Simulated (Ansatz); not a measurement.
# [H···H···SiH₂], singlet: the ladder up to full CI

Geometry: a point of a hydrogen-transfer path between rigid fragments, not a stationary point.

```xyz
5

H    -2.7354    0.0549    0.0000
H    -1.4344    0.0549    0.0000
Si    0.0986    0.0549    0.0000
H     0.7108   -0.8194    1.0900
H     0.7108   -0.8194   -1.0900
```

Basis 6-31G; Ansatz 0.2.0. Correlated methods freeze the noble-gas cores, which leaves 8 electrons in 16 orbitals. R marks a restricted (for open shells ROHF) determinant, U an unrestricted one. Active spaces: valence = (8e, 8o) chosen from the atoms' valence shells; pair = (2e, 2o) about the gap.

Full CI is exact within this basis and frozen core; it isn't the basis-set limit. The frozen core follows each run's orbitals, which can shift R against U totals by a few meV.

Unrestricted rows (U) aren't spin-pure: their determinants' ⟨S²⟩ exceeds S(S+1) by up to 0.94, so they mix in states of higher spin.

```
UHF ⟨S²⟩                          : 0.939
T1 diagnostic (RCCSD)             : 0.0403
largest doubles amplitude (RCCSD) : 0.445
```

```csv
level,E − E(full CI) (kJ/mol),share of correlation (%),wall time
RHF,365.3,0.00,–
UHF,211.2,42.19,–
RMP2,144.5,60.43,–
UMP2,75.3,79.38,–
CISD,47.2,87.08,0.33 s
RCCSD,15.2,95.85,–
UCCSD,12.7,96.52,–
RCCSD(T),3.1,99.16,0.27 s
UCCSD(T),8.8,97.60,0.66 s
BCCD(T),3.7,98.99,0.33 s
RCCSDT,0.6,99.83,–
UCCSDT*,1.1,99.71,–
CISDTQ,1.6,99.56,0.72 s
RCCSDT(Q),0.1,99.98,0.66 s
UCCSDT(Q)*,0.0,100.00,3.2 s
RCCSDTQ,0.0,100.00,3.2 s
UCCSDTQ*,0.0,99.99,28 s
CASSCF (pair space),197.8,45.85,–
NEVPT2 (pair space),57.6,84.24,0.18 s
MRCISD (pair space),9.7,97.33,–
MRCISD+Q (pair space),-0.8,100.23,0.3 s
CASSCF (valence space),60.5,83.43,–
NEVPT2 (valence space),17.0,95.34,2.2 s
MRCISD (valence space),2.2,99.41,–
MRCISD+Q (valence space),1.2,99.66,2.8 s
```

An asterisk marks runs whose energy the program itself flagged as in doubt.

The correlation energy at full CI, counted from RHF, is -3.786 eV. That run took 4.8 s on 1 thread of Arm Neoverse V1, shared host over 1,656,848 determinants.

Times hold each run's SCF and search for its determinant on a shared host, so for small cases they say little of a method's own cost; they ran on 1 thread of Arm Neoverse V1.

More than 5 meV below full CI, which no variational method can be: MRCISD+Q (pair space).

The full-CI state has the irrep A' of Cs, in the program's axes.

Natural occupations of full CI about the gap: 1.976 1.963 1.958 1.549 0.443 0.036 0.029 0.022 0.006 0.005; effectively unpaired electrons, Σ n²(2−n)², 0.99. No single determinant describes this state well, so single-reference rows can miss without a flag.
